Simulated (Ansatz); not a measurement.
`[CH3][Mg][NH2]` and `[NH2][Mg][Cl]` differ in one atom or group.

Ansatz, PBE0-D4/def2-TZVP geometries, multiplicity 1. Each molecule was computed in one conformer, which needn't be the lowest.

| property | `[CH3][Mg][NH2]` |
| --- | --- |
| HOMO–LUMO gap (PBE0/def2-TZVPP) / eV | 5.51 |
| HOMO–LUMO gap (PBE/def2-TZVPP) / eV | 3.50 |
| LUMO energy (B3LYP/def2-TZVPP) / eV | -0.91 |
| LUMO energy (ωB97M-V/def2-TZVPP) / eV | 0.48 |
| HOMO energy (PBE0/def2-TZVPP) / eV | -6.14 |
| HOMO–LUMO gap (B3LYP/def2-TZVPP) / eV | 5.01 |

What does the change do to each property? (Estimate.)

Ansatz gave: 
| property | `[NH2][Mg][Cl]` | shift |
| --- | --- | --- |
| HOMO–LUMO gap (PBE0/def2-TZVPP) / eV | 5.43 | -0.08 |
| HOMO–LUMO gap (PBE/def2-TZVPP) / eV | 3.36 | -0.14 |
| LUMO energy (B3LYP/def2-TZVPP) / eV | -1.54 | -0.63 |
| LUMO energy (ωB97M-V/def2-TZVPP) / eV | 0.06 | -0.42 |
| HOMO energy (PBE0/def2-TZVPP) / eV | -6.67 | -0.53 |
| HOMO–LUMO gap (B3LYP/def2-TZVPP) / eV | 4.90 | -0.11 |

With PBE0 the HOMO falls by 0.53 eV and the LUMO falls by 0.61 eV, so the gap narrows by about 0.08 eV. PBE moves the HOMO by -0.52 eV and ωB97M-V by -0.52 eV.

B3LYP here is the variant with VWN-RPA as its local correlation; programs differ in this.
